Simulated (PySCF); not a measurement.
## How methods differ on the ionisation energy of P

P [Ne] 3s2 3p3 (4S) → P⁺ [Ne] 3s2 3p2 (3P), as a difference of total energies. Computed with PySCF 2.14 in aug-cc-pV(Q+d)Z with one added diffuse shell each of s, p, d, f, g type (8s7p6d4f3g, 114 functions), with no relativity, point nucleus. Correlated levels: valence: [Ne] frozen. The calculations carry no spin-orbit coupling.

```tsv
method	ionisation energy (eV)	error (eV)
UHF	9.906	-0.620
LDA	10.578	+0.052
PBE	10.490	-0.036
PBE0	10.530	+0.004
r2SCAN	10.625	+0.099
wB97X-V	10.317	-0.209
revPBE	10.463	-0.063
wB97M-V	10.274	-0.252
MP2 (valence)	10.526	0.000
SCS-MP2 (valence)	10.346	-0.180
```

Reference: 10.526 eV (measured; NIST levels, between the centres of gravity of the two terms).

Errors of the correlated levels include the incompleteness of this basis and the frozen core.
